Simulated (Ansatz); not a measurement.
# BH7N2: the cost of one run

Program: Ansatz 0.2.0. Level of theory: RKS B3LYP-D4/6-31G*. These are calculated values, not measurements.

**1. The system as given**

Bond lengths: B1–N3 1.550 Å, N3–H4 1.060 Å, N3–H5 1.060 Å, B1–H6 1.190 Å, B1–N7 1.850 Å, N7–H8 1.060 Å, N7–H9 1.060 Å. Angles: B1–N3–H4 120.0°, B1–N3–H5 120.0°, H4–N3–H5 120.0°, N3–B1–H6 120.0°, N3–B1–N7 96.8°, H6–B1–N7 101.3°, B1–N7–H8 120.0°, B1–N7–H9 120.0°, H8–N7–H9 120.0°.

Structure file:

```xyz
10

B     0.0000    0.0000    0.0000
H     0.0000    0.0000    1.5400
N     1.3423    0.0000   -0.7750
H     1.8089   -0.9179   -1.0268
H     1.7937    0.9179   -1.0532
H    -1.0305    0.0000   -0.5950
N     0.0829    1.7537    0.5833
H     0.4765    1.9752    1.5423
H    -0.2631    2.5370   -0.0414
H     0.0424    0.8968    1.5631
```

**2. Pulling towards end A**

Springs on the bonds that form and break draw the guess towards this end; the thresholds are loose.

input.yaml reads:

```yaml
crystal:
  periodic: [false, false, false]
  atoms:
    - { symbol: B, position_ang: [0.0, 0.0, 0.0] }
    - { symbol: H, position_ang: [0.0, 0.0, 1.54] }
    - { symbol: "N", position_ang: [1.3423, 0.0, -0.775] }
    - { symbol: H, position_ang: [1.8089, -0.9179, -1.0268] }
    - { symbol: H, position_ang: [1.7937, 0.9179, -1.0532] }
    - { symbol: H, position_ang: [-1.0305, 0.0, -0.595] }
    - { symbol: "N", position_ang: [0.0829, 1.7537, 0.5833] }
    - { symbol: H, position_ang: [0.4765, 1.9752, 1.5423] }
    - { symbol: H, position_ang: [-0.2631, 2.537, -0.0414] }
    - { symbol: H, position_ang: [0.0424, 0.8968, 1.5631] }
basis:
  gaussian: { orbitals: "6-31G*" }
hamiltonian:
  xc: b3lyp
  dispersion: d4
relax:
  f_tol: 0.15
  max_steps: 25
  restrain:
    - { distance: [0, 6], at: 2.75, k: 30.0 }
    - { distance: [9, 1], at: 1.86, k: 30.0 }
    - { distance: [0, 1], at: 1.19, k: 30.0 }
    - { distance: [9, 6], at: 1.06, k: 30.0 }
output:
  orbitals: {}
```

On the command line:

```bash
ansatz run input.yaml --threads 1 --pin off --max-ram 2048MiB --backend cpu --events-out ev --progress --plain --runs-dir out
```

What time and memory should one allow on 1 thread of Arm Neoverse V1, shared host?

About 26 s, with a peak of 0.11 GiB.
